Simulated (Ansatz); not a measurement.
Geometry optimisation, RKS PBE-D4/def2-SVP in Ansatz.

Input file:

```yaml
crystal:
  periodic: [false, false, false]
  atoms:
    - { symbol: Si, position_ang: [-0.338089, -0.241671, -0.337551] }
    - { symbol: H, position_ang: [-0.026041, 0.87991, 2.064877] }
    - { symbol: H, position_ang: [0.939924, -0.681679, 0.30661] }
    - { symbol: H, position_ang: [-0.319929, 1.249837, -0.564051] }
    - { symbol: H, position_ang: [-0.455541, -0.913055, -1.689064] }
    - { symbol: O, position_ang: [-1.628977, -0.745921, 0.618405] }
    - { symbol: C, position_ang: [-2.936603, -0.910005, 0.088541] }
    - { symbol: H, position_ang: [-2.973892, -1.711156, -0.686109] }
    - { symbol: H, position_ang: [-3.614533, -1.200856, 0.917412] }
    - { symbol: H, position_ang: [-3.337286, 0.025832, -0.369311] }
    - { symbol: H, position_ang: [-0.675634, 0.569364, 2.126844] }
basis:
  gaussian: { orbitals: def2-SVP }
hamiltonian:
  xc: pbe
  dispersion: d4
relax:
  f_tol: 0.03
  max_steps: 50
```

Launched with:

```bash
$ ansatz run input.yaml --threads 2 --pin off --max-ram 3072MiB --backend cpu --events-out ev --progress --plain --runs-dir out
```

Question: Where does it end, and by what steps?

Answer: The forces met the threshold. The force dipped under the threshold on the way, but the program's further checks kept it going. After 35 steps the energy has fallen by 0.192 eV; H2 moved furthest, 1.85 Å.

| step | energy less start (eV) | largest force component (eV/Å) | accepted |
| --- | --- | --- | --- |
| 0 | 0.0000 | 1.655 | yes |
| 2 | -0.1334 | 0.325 | yes |
| 4 | -0.1510 | 0.554 | no |
| 6 | -0.1703 | 0.043 | yes |
| 8 | -0.1734 | 0.361 | no |
| 10 | -0.1767 | 0.225 | yes |
| 12 | -0.1804 | 0.034 | yes |
| 14 | -0.1815 | 0.063 | yes |
| 16 | -0.1828 | 0.164 | yes |
| 18 | -0.1847 | 0.050 | yes |
| 20 | -0.1825 | 0.251 | no |
| 22 | -0.1861 | 0.008 | yes |
| 24 | -0.1861 | 0.214 | no |
| 26 | -0.1887 | 0.076 | yes |
| 28 | -0.1897 | 0.078 | yes |
| 30 | -0.1907 | 0.058 | yes |
| 32 | -0.1912 | 0.047 | yes |
| 34 | -0.1916 | 0.029 | yes |
| 35 | -0.1916 | 0.018 | yes |

```xyz
11
Properties=species:S:1:pos:R:3
Si -0.236 -0.358 -0.918
H -1.077 0.220 3.433
H 1.118 -0.091 -0.335
H -0.584 0.697 -1.942
H -0.259 -1.704 -1.602
O -1.310 -0.318 0.378
C -2.703 -0.516 0.219
H -2.940 -1.528 -0.185
H -3.184 -0.423 1.214
H -3.162 0.242 -0.458
H -1.030 0.099 2.673
```

Time of the run: 41 s on 2 threads of Arm Neoverse V2, with other jobs on the host, peak memory 0.12 GiB.
